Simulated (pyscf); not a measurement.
PySCF, gas phase, ωB97X-D3(BJ)/def2-SVP geometries. Correlated levels are frozen-core, on RHF or UHF. ΔMP2 is the change of the MP2 total energy from the triple- to the quadruple-zeta basis.

Task: What is the homolytic dissociation enthalpy (298 K, CCSD(T)/def2-TZVPP + ΔMP2(QZVPP)) of the B–F bond of `[OH][B]([F])[Cl]`, to [HO–B–Cl]• + F•?

Result: B–F to [HO–B–Cl]• + F•: 698.1 kJ/mol. The radicals are drawn with the spin at the cut bond; how far it spreads was not checked. Other isomers of [HO–B–Cl]• were not searched in full and may lie lower. The CCSD(T) − MP2 part came from Ansatz, without density fitting, on the same reference. Left out: the spin-orbit lowering of F.
